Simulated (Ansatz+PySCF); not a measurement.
Values are calculated unless marked as measured or tabulated.
This Ansatz input gave a total energy of -37.88912 hartree.

```yaml
crystal:
  periodic: [false, false, false]
  atoms:
    - { symbol: C, position_ang: [0.0, 0.0, -0.21305] }
    - { symbol: H, position_ang: [0.0, 0.0, 1.27828] }
basis:
  gaussian: { orbitals: "6-31G" }
total_charge: 1
magnetization:
  spin_polarized: true
hamiltonian:
  xc: hf
correlation:
  method: mp2
  frozen_orbitals: { C: 1, H: 0 }
scf:
  omitted_lower_state_checks: [stability, starts, atomic_configurations, cluster_reference, orbital_swaps, given_window_search, neighbouring_geometries, increment]
```

Question: Write an input for PySCF with the same method and basis set.

Answer:

```python
from pyscf import gto, scf, mp

mol = gto.M(atom="""
C 0.000000 0.000000 -0.213050
H 0.000000 0.000000 1.278280
""", basis='6-31g', charge=1, spin=0)
mf = scf.UHF(mol)
mf.kernel()
pt = mp.MP2(mf, frozen=1).run()
print(mf.e_tot, pt.e_corr, pt.e_tot)
```

PySCF 2.14.0 gave -37.88912 hartree, 0.03 meV from the first. The reference isn't the lowest determinant (another lies 0.22 eV lower), but the same method gives a higher total on the lower determinant. Caution: bonds are stretched, where a single reference can fail.
